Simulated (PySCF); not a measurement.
# NH3S (SMILES NS): levels of theory compared

Aim: a comparison of 6 runs (HF/STO-3G, r2SCAN/STO-3G, B3LYP/6-31G*, B3LYP/6-31G**, PBE0/6-311G**, CCSD(T)/pcseg-2) of NH3S. Input form: a Python script.

The calculation is run with PySCF 2.14.0.

## Step 1: The structure to begin with

The species is NH3S (5 atoms), meant as a singlet with charge 0. As SMILES, `NS`. The coordinates come from a GFN2-xTB relaxation. This is one conformer, not always the lowest.

Bond lengths: N1–S2 1.719 Å, N1–H3 1.015 Å, N1–H4 1.015 Å, S2–H5 1.338 Å. Angles: N1–S2–H5 95.5°, S2–N1–H3 109.8°, S2–N1–H4 109.7°, H3–N1–H4 108.9°.

## Step 2: Energy and forces at HF/STO-3G (run 1)

File job.py:

```python
import pyscf.grad
from pyscf import gto

mol = gto.M(
    atom=[
    ('N', (-0.162760, -0.507400, -0.231700)),
    ('S', (0.168270, 0.954370, 0.610330)),
    ('H', (0.015040, -1.300690, 0.375430)),
    ('H', (-1.135990, -0.524720, -0.519210)),
    ('H', (1.115440, 1.378440, -0.234860)),
],
    charge=0,
    max_memory=1860,
    basis='sto-3g',
    verbose=4,
    spin=0,
)

myscf = mol.RHF()
myscf.conv_tol = 1e-10
myscf.kernel()
if not myscf.converged:
    myscf = myscf.newton().run(myscf.mo_coeff, myscf.mo_occ)

e_final = myscf.e_tot
print('E(%s) = %.9f' % ('HF', e_final))
grad = myscf.Gradients().kernel()
myscf.analyze()
```

Run with:

```sh
OMP_NUM_THREADS=1 python job.py
```

Standard output:

```text
PySCF version 2.14.0

[... 72 lines left out ...]
Nuclear Repulsion Energy =              57.857555808558040
[... 2 lines left out ...]
Two-electron Coulomb Energy =          264.028812893781378
[... 4 lines left out ...]
MO #2   energy= -15.3019729593469  occ= 2
[... 2 lines left out ...]
MO #5   energy= -6.29763547815579  occ= 2
[... 2 lines left out ...]
MO #8   energy= -0.83626791070126  occ= 2
[... 2 lines left out ...]
MO #11  energy= -0.454086289664036 occ= 2
[... 2 lines left out ...]
MO #14  energy= 0.43956916211556   occ= 0
[... 2 lines left out ...]
MO #17  energy= 0.728752018121583  occ= 0
[... 25 lines left out ...]
Dipole moment(X, Y, Z, Debye): -0.55306, -0.28359,  0.46834
```

Wall time 1.5 s (1 thread of Intel Xeon at 2.70GHz, shared host); peak memory 0.12 GiB.

## Step 3: Energy and forces at r2SCAN/STO-3G (run 2)

File geometry.xyz:

```xyz
5
H3NS
N     -0.162760    -0.507400    -0.231700
S      0.168270     0.954370     0.610330
H      0.015040    -1.300690     0.375430
H     -1.135990    -0.524720    -0.519210
H      1.115440     1.378440    -0.234860
```

File calc.py:

```python
# Thiohydroxylamine
from pyscf import gto, dft

mol = gto.M(
    atom='geometry.xyz',
    max_memory=1860,
    basis='sto-3g',
    verbose=4,
)

calc0 = dft.RKS(mol)
calc0.xc = 'r2scan'
calc0.conv_tol = 1e-10
calc0.grids.level = 5
calc0.kernel()
if not calc0.converged:
    calc0 = calc0.newton().run(calc0.mo_coeff, calc0.mo_occ)

etot = calc0.e_tot
print('E(%s) = %.9f' % ('R2SCAN', etot))
grad = calc0.nuc_grad_method().kernel()
dip = calc0.dip_moment()
pop, q = calc0.mulliken_pop()
```

Run with:

```sh
OMP_NUM_THREADS=1 python calc.py
```

Standard output:

```text
PySCF version 2.14.0

[... 72 lines left out ...]
converged SCF energy = -449.511271118561
[... 13 lines left out ...]
Dipole moment(X, Y, Z, Debye): -0.60333, -0.42530,  0.41006
[... 23 lines left out ...]
charge of    4H =     -0.01130
```

It took 6.9 s on 1 thread of Intel Xeon at 2.70GHz, shared host; peak memory 0.27 GiB.

Runs 3 to 5 aren't shown in full; the table further down has their settings and results.

## Step 4: The energy at CCSD(T)/pcseg-2 (run 6)

File run.py:

```python
# Thiohydroxylamine
from pyscf import gto, scf, cc

mol = gto.M(
    atom=[
    ('N', (-0.162760, -0.507400, -0.231700)),
    ('S', (0.168270, 0.954370, 0.610330)),
    ('H', (0.015040, -1.300690, 0.375430)),
    ('H', (-1.135990, -0.524720, -0.519210)),
    ('H', (1.115440, 1.378440, -0.234860)),
],
    basis='pcseg-2',
    verbose=4,
    charge=0,
    max_memory=1860,
)

myscf = scf.RHF(mol)
myscf.conv_tol = 1e-10
myscf.kernel()
if not myscf.converged:
    myscf = myscf.newton().run(myscf.mo_coeff, myscf.mo_occ)

mycc = cc.CCSD(myscf, frozen=6)
mycc.kernel()
e_t = mycc.ccsd_t()
e_tot = mycc.e_tot + e_t
print('Final energy', e_tot)
dip = myscf.dip_moment()
pop, q = myscf.mulliken_pop()
```

Run with:

```sh
OMP_NUM_THREADS=1 python run.py
```

Standard output:

```text
PySCF version 2.14.0

[... 61 lines left out ...]
converged SCF energy = -453.739281777197
[... 12 lines left out ...]
Init t2, MP2 energy = -454.128628060726  E_corr(MP2) -0.38934628352911
[... 11 lines left out ...]
CCSD converged
[... 2 lines left out ...]
Final energy -454.1717520265506
Dipole moment(X, Y, Z, Debye): -0.53738, -0.84084, -0.03489
[... 112 lines left out ...]
charge of    4H =      0.04246
```

It took 34 s on 1 thread of Intel Xeon at 2.70GHz, shared host; peak memory 0.7 GiB.

## Step 5: All runs side by side

```csv
run,level,integration grid,Cartesian functions,energy (Eh),dipole moment (D) of the reference,HOMO energy (eV),LUMO energy (eV),wall time
1,HF/STO-3G,–,no,-448.618922,0.78,-7.39,11.96,1.5 s
2,r2SCAN/STO-3G,5,no,-449.511271,0.84,-2.40,5.32,6.9 s
3,B3LYP/6-31G* (Cartesian functions),5,yes,-454.715610,1.13,-6.66,0.23,11 s
4,B3LYP/6-31G** (spherical functions),5,no,-454.721164,1.11,-6.66,0.25,11 s
5,PBE0/6-311G**,5,no,-454.542961,1.11,-7.07,0.10,12 s
6,CCSD(T)/pcseg-2,–,no,-454.171752,1.00,-10.02,2.52,34 s
```

## Step 6: Outcome

```
                                          quantity          value
                               run 6: total energy  -454.17175 Eh
       run 6: dipole moment (Hartree–Fock density)         1.00 D
        run 6: HOMO energy (Hartree–Fock orbitals)      -10.02 eV
        run 6: LUMO energy (Hartree–Fock orbitals)        2.52 eV
      run 6: HOMO–LUMO gap (Hartree–Fock orbitals)       12.54 eV
run 6: correlation energy (6 core orbitals frozen)     -432.5 mEh
                             run 6: (T) correction     -15.88 mEh
                              run 6: T1 diagnostic          0.010
```

**Reading.** Over runs 1, 2, 3, 4, 5 the dipole moment (its size) runs from 0.78 D (HF/STO-3G) to 1.13 D (B3LYP/6-31G*). The two ends differ in method and basis. Over runs 1, 2, 3, 4, 5 the HOMO–LUMO gap runs from 6.89 eV (B3LYP/6-31G*) to 19.35 eV (HF/STO-3G). Totals of different functionals can't be ranked against each other. In runs 1, 2 the basis is minimal, so the values are rough. All runs together took 77 s, the longest 34 s.
